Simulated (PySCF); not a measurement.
Species: `CC(C)(C)S`. The columns A, B, C and D hold Mulliken, IAO, Hirshfeld and ESP-fitted charges (e) of one PBE0/pcSseg-1 density (PySCF), in a shuffled order. Coordinates in Å (GFN2-xTB); the density's dipole moment is (-0.53, -0.11, -1.73) D.

| atom | x | y | z | A | B | C | D |
| --- | --- | --- | --- | --- | --- | --- | --- |
| C1 | 0.033 | 1.275 | -0.672 | -0.629 | -0.126 | -0.136 | -0.417 |
| C2 | 0.072 | 0.016 | 0.183 | +0.456 | +0.034 | -0.669 | +0.004 |
| C3 | 0.480 | -1.200 | -0.639 | -0.636 | -0.126 | -0.136 | -0.417 |
| C4 | -1.265 | -0.216 | 0.874 | -0.459 | -0.122 | -0.158 | -0.420 |
| S5 | 1.315 | 0.258 | 1.544 | -0.390 | -0.064 | -0.076 | -0.110 |
| H6 | -0.720 | 1.172 | -1.452 | +0.186 | +0.041 | +0.109 | +0.137 |
| H7 | -0.218 | 2.140 | -0.062 | +0.151 | +0.037 | +0.124 | +0.148 |
| H8 | 0.996 | 1.455 | -1.146 | +0.164 | +0.038 | +0.108 | +0.137 |
| H9 | 0.548 | -2.081 | -0.004 | +0.153 | +0.037 | +0.124 | +0.148 |
| H10 | -0.260 | -1.389 | -1.415 | +0.188 | +0.040 | +0.109 | +0.137 |
| H11 | 1.445 | -1.042 | -1.115 | +0.166 | +0.038 | +0.108 | +0.137 |
| H12 | -1.215 | -1.096 | 1.513 | +0.155 | +0.040 | +0.124 | +0.146 |
| H13 | -1.527 | 0.640 | 1.492 | +0.156 | +0.040 | +0.125 | +0.146 |
| H14 | -2.048 | -0.366 | 0.134 | +0.123 | +0.045 | +0.118 | +0.142 |
| H15 | 2.361 | 0.442 | 0.743 | +0.215 | +0.047 | +0.126 | +0.081 |

Task: Which column most likely holds the ESP-fitted charges?

Result: A. Σ q r misses the density's dipole by 0.08 D (A), 0.38 D (C), 0.87 D (D), 1.44 D (B). Charges fitted to the outside potential are the only set here that is tied to the molecule's multipoles.

Task: And the Hirshfeld charges?

Result: B. The mean sizes are 0.058 e (B), 0.157 e (C), 0.182 e (D), 0.282 e (A), and Hirshfeld charges are commonly the smallest of these schemes.

As computed, A = ESP-fitted, B = Hirshfeld, C = Mulliken, D = IAO. Hydrogens on carbon: ESP-fitted +0.12 to +0.19, Hirshfeld +0.04 to +0.04, Mulliken +0.11 to +0.12, IAO +0.14 to +0.15 e.

The ESP scheme fits charges at the nuclei, held to the total charge, to the electrostatic potential on points at 1.4 to 2.0 times the van der Waals radii. The Hirshfeld scheme weights the molecular density at each point by an atom's share of the summed free-atom densities.

Geometry: GFN2-xTB; no solvent, vibrations or thermal averaging.

The run behind these numbers computed NMR shieldings as well. Time: 13 s of wall time. Hardware: one thread of an x86-64 server, on a shared host.

Shape of the structure used: `[CH3:1][C:2]([CH3:3])([CH3:4])[SH:5]`: H–S5–C2–C1 -60°.
